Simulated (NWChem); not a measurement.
# nitrous oxide (N2O); SMILES N#[N+][O-]

```xyz
3

N      0.0000     0.0000    -1.1943
N      0.0000     0.0000    -0.0683
O      0.0000     0.0000     1.1048
```
Atoms are numbered in this order, from 1.

Results from NWChem. Structure relaxed at the PBE0/def2-SVP level. B3LYP is NWChem's, with the RPA form of VWN correlation.

Q: Predict the results for B3LYP/def2-TZVP. Quantities: highest occupied level (eV); orbital gap (eV); dipole (D).

A: 
```yaml
highest occupied level (eV): -9.58
orbital gap (eV): 8.97
dipole (D): 0.03
```
